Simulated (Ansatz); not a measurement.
# Si2F (quartet): wave-function methods side by side, def2-QZVPP

The task here is to estimate one member of a computed series from the others.

Method: def2-QZVPP, core rule «outside noble gas», up to 11 orbitals frozen; program: Ansatz 0.2.0, Gaussian basis.

Plan: UHF; ROHF; CCSD(T) on UHF.

2 further runs of the same task are left out: 2 set aside as unsound or not needed. Runs told in other sessions of the task aren't counted.

**What is computed**

The geometry is a PBE0/def2-TZVP stationary point (not a proven minimum) of the parent state, kept for this charge and spin.

3 atoms, charge 0, spin multiplicity 4.

Atoms are counted from 1 here; the program's logs count them from 0.

Bond lengths: F1–Si2 1.592 Å, Si2–Si3 2.130 Å. Angles: F1–Si2–Si3 180.0°.

The first run:

File in.yaml:

```yaml
crystal:
  periodic: [false, false, false]
  atoms:
    - {symbol: F, position_ang: [0.000000, 0.000000, -1.771600]}
    - {symbol: Si, position_ang: [0.000000, 0.000000, -0.179400]}
    - {symbol: Si, position_ang: [0.000000, 0.000000, 1.951000]}
basis:
  gaussian: {orbitals: "def2-QZVPP.json"}
magnetization: {spin_polarized: true, initial_magnetization: 3}
hamiltonian: {xc: hf}
output: {orbitals: {seedname: orbitals}}
```

Command:

```console
$ ansatz run in.yaml --threads 1 --pin off --events-out ev --progress --plain --max-ram 2393MiB
```

Among the steps run: UHF; ROHF; CCSD(T) on UHF.

One table of the session follows, with a row left open; its other results are not shown here.

```
  method  from UCCSD(T) (meV)
    ROHF                    ?
     UHF             +13585.5
    UMP2              +1102.6
   UCCSD               +624.3
UCCSD(T)                    0
```

Q: Estimate the row for ROHF from the others.

**Answer.** from UCCSD(T) (meV): +13671.1. In the column «from UCCSD(T) (meV)» it is the highest.

To keep in mind: Warnings: coupled cluster took another determinant than the lowest.
